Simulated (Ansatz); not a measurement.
fcc Pt, treated with r²SCAN+rVV10 (plane waves, PAW; Ansatz, a program for electronic structure).

Settings: plane-wave cutoff 560 eV, 24×24×24 k mesh, Fermi–Dirac smearing 0.05 eV, scalar-relativistic PAW data made under PBE.

Results at a series of volumes:

```tsv
V (Å³/atom)	E − E_lowest (meV/atom)	P (GPa)
14.212	55.13	20.81
14.514	23.41	12.97
14.817	5.58	6.06
15.119	0.00	-0.02
15.422	5.20	-5.37
15.724	19.87	-10.07
16.026	42.86	-14.20
```

Question: What bulk modulus B0 and pressure derivative B′ does a third-order Birch–Murnaghan fit give?

Answer: V0 = 15.118 Å³/atom, B0 = 285 GPa, B′ = 5.4 (fit to the energies at full precision).

Measured, for comparison: bulk modulus 289 GPa (corrected for temperature and zero-point phonon effects; as tabulated in Levämäki et al. (2014), arXiv:1402.3671); equilibrium volume per atom 14.98 Å³/atom (static lattice: zero-point anharmonic expansion removed; as tabulated in Mejia-Rodriguez and Trickey (2018), arXiv:1807.09216). Computed (rounded) less measured: bulk modulus -1 %, equilibrium volume per atom +0.9 %.

Spin–orbit coupling is not included.

The computed numbers hold no vibrational or temperature effects.
